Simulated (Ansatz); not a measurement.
Basis-set extrapolation for C3H2ClN (`C=C1N=C1Cl`) (PBE0-D4/def2-TZVP geometry, frozen core, Ansatz 0.2.0). Multiplicity 1, RHF reference.

```tsv
	def2-TZVPP	def2-QZVPP
HF	-628.672261	-628.691995
MP2 correlation	-0.843037	-0.904934
CCSD(T) correlation	-0.912544	not run
```

Energies in hartree. Use E(X) = E(∞) + A·exp(−7.88·√X) for Hartree–Fock and E(X) = E(∞) + B·X^(−2.97) for correlation, with X = 3 and 4, and add CCSD(T) minus MP2 of the smaller set to the MP2 limit.

What is the CCSD(T) energy at the basis-set limit?

HF limit: -628.691995 + (-0.019734) × 0.13774 = -628.69471. MP2 limit: -0.904934 + (-0.061897) × 0.74074 = -0.95078. Higher-order term: -0.912544 − (-0.843037) = -0.06951. Total: -629.71500 hartree, 341.8 kJ/mol below CCSD(T)/def2-TZVPP.
